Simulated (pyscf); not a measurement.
Single points on ωB97X-D3(BJ)/def2-SVP structures (PySCF, gas phase). MP2 and CC: frozen core, UHF for open shells. ΔMP2 is the change of the MP2 total energy from the triple- to the quadruple-zeta basis.

SMILES: [CH2](C)[Be][SH]
```xyz
10

C     -1.0812    -0.6655     1.2110
C     -1.4500    -0.7148    -0.2840
Be    -0.3095    -0.0993    -1.3583
S      0.9770     0.6088    -2.5863
H     -0.9024     0.3678     1.5524
H     -1.8763    -1.0848     1.8507
H     -0.1615    -1.2359     1.4237
H     -1.6781    -1.7591    -0.5772
H     -2.4026    -0.1721    -0.4487
H      1.6974    -0.5330    -2.5998
```

Task: What is the homolytic dissociation enthalpy (298 K, CCSD(T)/def2-TZVPP + ΔMP2(QZVPP)) of the Be–S bond of H₃C–CH₂–Be–SH, to [Be–CH₂–CH₃]• + SH•?

Result: Be–S to [Be–CH₂–CH₃]• + SH•: 4.54 eV. The radicals are drawn with the spin at the cut bond; how far it spreads was not checked. Other isomers of [Be–CH₂–CH₃]• were not searched in full and may lie lower. The CCSD(T) − MP2 part came from Ansatz, without density fitting, on the same reference. Left out: the spin-orbit lowering of SH.
